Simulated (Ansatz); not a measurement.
Geometry optimisation, RKS B3LYP-D4/def2-SVPD (Ansatz).

input.yaml

```yaml
crystal:
  periodic: [false, false, false]
  atoms:
    - { symbol: B, position_ang: [-0.40439, -0.41885, 0.01098] }
    - { symbol: "N", position_ang: [0.45245, 0.47712, -0.0076] }
    - { symbol: H, position_ang: [-1.19546, -1.23944, 0.03344] }
    - { symbol: H, position_ang: [0.4367, -0.5222, -0.79573] }
basis:
  gaussian: { orbitals: def2-SVPD }
hamiltonian:
  xc: b3lyp
  dispersion: d4
relax:
  f_tol: 0.02
  max_steps: 50
output:
  orbitals: {}
```

Command:

```bash
$ ansatz run input.yaml --threads 1 --pin off --max-ram 2048MiB --backend cpu --events-out ev --progress --plain --runs-dir out
```

Question: Where does it end, and by what steps?

Answer: It converged. After 9 steps the energy has fallen by 2.393 eV; H4 moved furthest, 1.12 Å. Parted: B1–H4 (1.17 → 2.24 Å).

```
step  energy less start (eV)  largest force component (eV/Å)  accepted
   0                  0.0000                           4.325       yes
   1                 -0.4855                           2.135       yes
   2                 -1.0056                           2.466       yes
   3                 -1.3241                           1.610       yes
   4                 -1.5975                           1.176       yes
   5                 -1.8511                           1.767       yes
   6                 -2.1326                           0.959       yes
   7                 -2.3521                           0.684       yes
   8                 -2.3637                           1.747       yes
   9                 -2.3933                           0.014       yes
```

```xyz
4
Properties=species:S:1:pos:R:3
B -0.652 -0.676 0.018
N 0.370 -0.140 -0.432
H -1.623 -1.184 0.445
H 1.194 0.297 -0.790
```

Whether the end is a true minimum wasn't checked by a vibrational analysis.

Run time: 20 s on 1 thread of Intel(R) Xeon(R) Processor @ 2.50GHz (Skylake/Cascade Lake), with other jobs on the host, peak memory 0.12 GiB.
